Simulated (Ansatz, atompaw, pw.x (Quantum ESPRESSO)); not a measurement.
# What a changed setting does to a pw.x run (fcc O)

Potential: PAW, atompaw 4.2.0.5, LDA (PW92); core [He], reference 2s1.5 2p4.5; waves: 2s (bound): rc 1.98 bohr; 2s channel at -1.2 Ry: rc 1.98 bohr; 2p (bound): rc 1.98 bohr; 2p channel at -0.4 Ry: rc 1.98 bohr; 3d channel at 0.35 Ry: rc 1.98 bohr; 3d channel at 2.15 Ry: rc 1.92 bohr; local part: bessel scheme, radius 1.46 bohr; core correction: smooth core density matched at 1.72 bohr; augmentation: gaussian compensation charge, radius 1.50 bohr; PAW radius 1.98 bohr; waves and projectors: custom polynom vanderbiltortho.

The reference run (k-mesh 18³, cutoffs 45/450 Ry, Fermi–Dirac 0.01 Ry, mixing_beta 0.4, conv_thr 1e-9, no spin) gives 0.82 GPa at 7.213 Å³/atom, where all-electron LAPW gives 0.50 GPa. This run, with its own iteration cap, changes smearing to mp.

```
&control
  calculation='scf', prefix='x', pseudo_dir='./', outdir='./tmp', tstress=.true., disk_io='none'
/
&system
  ibrav=0, nat=1, ntyp=1, ecutwfc=45, ecutrho=450, nbnd=10,
  occupations='smearing', smearing='mp', degauss=0.01
/
&electrons
  conv_thr=1e-09, mixing_beta=0.4, electron_maxstep=70
/
ATOMIC_SPECIES
O 1.0 O.UPF
CELL_PARAMETERS angstrom
  0.00000000 1.53354072 1.53354072
  1.53354072 0.00000000 1.53354072
  1.53354072 1.53354072 0.00000000
ATOMIC_POSITIONS crystal
O 0.0000 0.0000 0.0000
K_POINTS automatic
18 18 18 0 0 0
```

```bash
pw.x < O.scf.in > O.scf.out
```

Problem. How does the run end?

Solution. It converges in 6 iterations; the free energy moves by +31.3 meV/atom and the pressure by -0.81 GPa. This scheme is built to cancel the term in the square of the width that Fermi–Dirac smearing leaves in the F of a metal.

```
Message from routine setup:
     using ibrav=0 with symmetry is DISCOURAGED, use correct ibrav instead
     lattice parameter (alat)  =       4.0984  a.u.
     unit-cell volume          =      48.6757 (a.u.)^3
     number of electrons       =         6.00
     number of Kohn-Sham states=           10
     kinetic-energy cutoff     =      45.0000  Ry
     charge density cutoff     =     450.0000  Ry
     scf convergence threshold =      1.0E-09
     Exchange-correlation= SLA PW NOGX NOGC
     number of k points=   195  Methfessel-Paxton smearing, width (Ry)=  0.0100
     iteration #  1     ecut=    45.00 Ry     beta= 0.40
     total energy              =     -40.39525204 Ry
     estimated scf accuracy    <       0.00627099 Ry
     iteration #  2     ecut=    45.00 Ry     beta= 0.40
     total energy              =     -40.39547989 Ry
     estimated scf accuracy    <       0.00081156 Ry
     iteration #  3     ecut=    45.00 Ry     beta= 0.40
     total energy              =     -40.39557107 Ry
     estimated scf accuracy    <       0.00014385 Ry
     iteration #  4     ecut=    45.00 Ry     beta= 0.40
     total energy              =     -40.39557223 Ry
     estimated scf accuracy    <          5.9E-09 Ry
     iteration #  5     ecut=    45.00 Ry     beta= 0.40
     total energy              =     -40.39557224 Ry
     estimated scf accuracy    <          1.9E-09 Ry
     iteration #  6     ecut=    45.00 Ry     beta= 0.40
     the Fermi energy is     5.5687 ev
!    total energy              =     -40.39557224 Ry
     estimated scf accuracy    <          5.5E-11 Ry
     smearing contrib. (-TS)   =       0.00000237 Ry
     The total energy is F=E-TS. E is the sum of the following terms:
     one-electron contribution =      -0.49624619 Ry
     hartree contribution      =       6.34232079 Ry
     xc contribution           =      -7.00689997 Ry
     ewald contribution        =     -28.47767971 Ry
     one-center paw contrib.   =     -10.75706953 Ry
     convergence has been achieved in   6 iterations
          total   stress  (Ry/bohr**3)                   (kbar)     P=        0.07
     Message from routine punch:
     Nothing written, as per user request (disk_io='none')
```

The run took about 4.9 s on one core of a shared host (Intel(R) Xeon(R) 6975P-C, 192 threads, 1512 GiB, load 93).
